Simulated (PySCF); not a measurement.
Rotational lines of SF⁻

Lines J+1 ← J of the vibrational ground state, computed from RHF-CCSD(T) constants of SF⁻, ¹Σ⁺ (singlet), closed shell (S def2-SVPD, F def2-SVPD; no relativity (PySCF 2.14); masses 31.9721 and 18.9984 u), in MHz:

```csv
J,ν (MHz)
0,26748.0
1,53495.2
2,80241.1
3,106984.9
4,133725.9
```

(1) Find B0 and the effective bond length r0; with αe = 0.00432 cm⁻¹, find Re.

Correlated steps freeze 6 core orbitals. Correlated levels converge slowly with the basis: in double zeta they bind strong bonds too weakly, by up to about 1 eV, and carry superposition errors of some tenths. For an ion De counts to the pair picked by the measured ionisation energies or electron affinities, which need not be the lowest pair at this level. Where the molecule has an RHF reference, its open-shell atoms are computed with UHF.

## Answers

(1) ν = 2B0(J+1) − 4D(J+1)³ gives B0 = 0.44611 cm⁻¹. With the reduced mass μred = 11.917 u, r0 = √(16.8576/(μred·B0)) (u, cm⁻¹, Å) = 1.7807 Å. Be = B0 + αe/2 = 0.44827 cm⁻¹ gives Re = 1.776 Å.
